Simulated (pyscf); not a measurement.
Optimised with ωB97X-D3(BJ)/def2-SVP in PySCF. MP2 and CC: frozen core, UHF for open shells. ΔMP2 is the change of the MP2 total energy from the triple- to the quadruple-zeta basis.

SMILES: [SnH]([Cl])([Cl])[SH]
```xyz
6

S      1.5238     1.1551    -1.2259
Sn     0.2982    -0.0586     0.4013
Cl    -0.6792     1.4348     1.8933
Cl    -1.4931    -1.1235    -0.6322
H      0.4414     1.8552    -1.6202
H      1.2536    -1.1795     1.2357
```

How much does it cost (ΔH, 298 K, CCSD(T)/def2-TZVPP + ΔMP2(QZVPP)) to split `[SH][SnH]([Cl])[Cl]` at its S–Sn bond into SH• + Cl–SnH•–Cl?

S–Sn to SH• + Cl–SnH•–Cl: 300.1 kJ/mol. The CCSD(T) − MP2 part came from Ansatz, without density fitting, on the same reference. The frozen core leaves the outer d or s,p core shells of the metals and heavy elements correlated in the MP2 and CC values, and def2-TZVPP describes them poorly, which can shift differences by a few kcal/mol. Left out: the spin-orbit lowering of SH. Elements past Kr carry the def2 core potentials, without spin-orbit coupling.
